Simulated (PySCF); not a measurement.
P₂ from Hartree–Fock to correlated methods

State: ¹Σg⁺ (singlet), closed shell. Set-up: P 6-31G(d,p); no relativity (PySCF 2.14). De refers to P + P in their high-spin ground configurations, without counterpoise correction.

| Level | Re (Å) | ωe (cm⁻¹) | De (eV) |
| --- | --- | --- | --- |
| RHF | 1.859 | 909 | 1.21 |
| RHF-MP2 | 1.934 | 716 | 4.03 |
| RHF-SCS-MP2 | 1.930 | 729 | 3.96 |
| RHF-CCSD | 1.909 | 795 | 3.61 |
| RHF-CCSD(T) | 1.921 | 767 | 3.93 |
| PBE | 1.920 | 772 | 5.01 |
| BLYP | 1.929 | 751 | 5.02 |
| BP86 | 1.922 | 766 | 5.12 |
| r²SCAN | 1.903 | 803 | 4.59 |
| TPSSh | 1.902 | 803 | 4.59 |
| PBE0 | 1.894 | 823 | 4.51 |
| LC-ωPBE | 1.860 | 896 | 3.94 |

Measured (Huber and Herzberg, Constants of Diatomic Molecules (1979)): Re = 1.8934 Å, ωe = 780.77 cm⁻¹.

The bond length runs from 1.859 Å (RHF) to 1.934 Å (RHF-MP2). De spans 1.21 eV (RHF, mean field) to 5.12 eV (BP86, GGA). Correlation at CCSD(T) changes the Hartree–Fock bond energy by +2.72 eV; the triples alone change it by +0.32 eV.

Correlated steps freeze 10 core orbitals. Correlated levels converge slowly with the basis: in double zeta they bind strong bonds too weakly, by up to about 1 eV, and carry superposition errors of some tenths. Where the molecule has an RHF reference, its open-shell atoms are computed with UHF.
